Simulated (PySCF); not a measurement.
**Towards the basis-set limit for AlF+**

The task here is to estimate one member of a computed series from the others.

Method: CCSD(T) on ROHF, no relativity in the base curves; scalar relativity is added as a correction; program: PySCF 2.14.0.

2 further runs of the same task are left out: 2 set aside as unsound or not needed.

The first run:

- molecule: AlF+
- state: doublet, unpaired electrons σ ↑
- smaller basis: Al cc-pV(T+d)Z, F cc-pVTZ
- larger basis: Al cc-pV(Q+d)Z, F cc-pVQZ
- frozen core orbitals: 6
- extrapolation: correlation as n⁻³ (n = 3, 4), Hartree–Fock as (n+1)·exp(−9√n)
- corrections: core–valence correlation, scalar relativity
- distances (Å): 1.4162, 1.4806, 1.5450, 1.6093, 1.6737, 1.7542, 1.8346
- masses (u): 26.9815, 18.9984
- dissociation limit: Al+ + F

The run is started by

```console
> OMP_NUM_THREADS=4 python comp.py task.json out
```

One of the session's tables, all rows but one given; the rest of the session is left out.

Parts of the energy along the bond, in eV from Al+ + F:

| R (Å) | HF/CBS | CCSD corr. | (T) | core–valence | relativity |
| --- | --- | --- | --- | --- | --- |
| 1.4162 | -1.695 | -0.688 | -0.1186 | 0.0219 | 0.0266 |
| 1.4806 | -2.207 | -0.746 | -0.1317 | 0.0461 | 0.0297 |
| 1.5450 | -2.417 | -0.802 | -0.1453 | 0.0647 | 0.0317 |
| 1.6093 | ? | ? | ? | ? | ? |
| 1.6737 | -2.260 | -0.908 | -0.1739 | 0.0891 | 0.0333 |
| 1.7542 | -1.929 | -0.973 | -0.1926 | 0.0979 | 0.0332 |
| 1.8346 | -1.500 | -1.037 | -0.2120 | 0.1027 | 0.0325 |

**Question.** Estimate the row for R (Å) = 1.6093.

Worked estimate for «HF/CBS». A straight line through the neighbours (1.5450, -2.417) and (1.6737, -2.260) gives -2.417 + (-2.260 + 2.417) × (1.6093 − 1.5450) / (1.6737 − 1.5450) = -2.339; a parabola fitted to 4 rows on both sides gives -2.410.

The run gave: HF/CBS: -2.413; CCSD corr.: -0.856; (T): -0.1594; core–valence: 0.0787; relativity: 0.0328. In «HF/CBS» the line misses by +0.074 and the parabola by +0.003.
